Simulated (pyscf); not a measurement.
Single points on ωB97X-D3(BJ)/def2-SVP structures (PySCF, gas phase).

### Question
For H₃Si–NH–SiH₃ (SMILES [SiH3]N[SiH3]) + HF (SMILES F) -> F–SiH₃ (SMILES F[SiH3]) + H₂N–SiH₃ (SMILES N[SiH3]), a four-centre exchange (singlet surface; N–Si, F–H broken, F–Si, H–N formed), PBE/def2-TZVP gives ΔE‡ = 24.4 kJ/mol and ΔE = -79.1 kJ/mol (zero: the separated reactants). In which direction and how far do r²SCAN/def2-TZVP, M06-2X/def2-TZVP, ωB97M-D3(BJ)/def2-TZVP move these?

### Answer
r²SCAN: ΔE‡ = 30.5 kJ/mol, ΔE = -81.2 kJ/mol; M06-2X: ΔE‡ = 46.5 kJ/mol, ΔE = -75.2 kJ/mol; ωB97M-D3(BJ): ΔE‡ = 41.9 kJ/mol, ΔE = -76.9 kJ/mol. PBE's barrier lies under all of them, by 6.1 to 22.1 kJ/mol. Its reaction energy lies among theirs. On the reactant side the descent ends in a complex, 32.3 kJ/mol under the separated species and 73.5 kJ/mol under the saddle at ωB97X-D3(BJ)/def2-TZVP. On the product side the descent ends in a complex (not fully relaxed), 17.3 kJ/mol under the separated species and 127.8 kJ/mol under the saddle at ωB97X-D3(BJ)/def2-TZVP. One saddle was located; it need not be the lowest between these sides.
